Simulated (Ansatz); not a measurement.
Isomers of B3H2 (doublet), relaxed with r2SCAN-D4/def2-TZVP; total energies from Ansatz at PBE0-D4/def2-TZVP.

```tsv
isomer	description	energy (Eh)
A	point group D∞h; 2 × B–B 1.52 Å; 2 × B–H 1.18 Å	-75.47861
B	point group C2v; 3 × B–B 1.53 to 1.94 Å; 2 × B–H 1.18 Å	-75.48263
```

The isomers come from a short search, and lower ones may exist.

Q: Work out the relative energies (1 Eh = 2625.5 kJ/mol) and the Boltzmann populations at 500 K from electronic energies alone (R = 8.314 J/mol/K).

A: ΔE: A 10.6, B 0.0 kJ/mol. RT = 4.16 kJ/mol. Factors exp(−ΔE/RT): A 0.0782, B 1; sum 1.078. Populations: A 7.3 %, B 92.7 %. Zero-point energy, vibrational entropy and symmetry numbers are left out and can shift these; an error of 4 kJ/mol changes a ratio by a factor of 2.6. Over the other density-functional and correlated levels in def2 sets, the gap between B and A ranges from -20 to 28 kJ/mol.
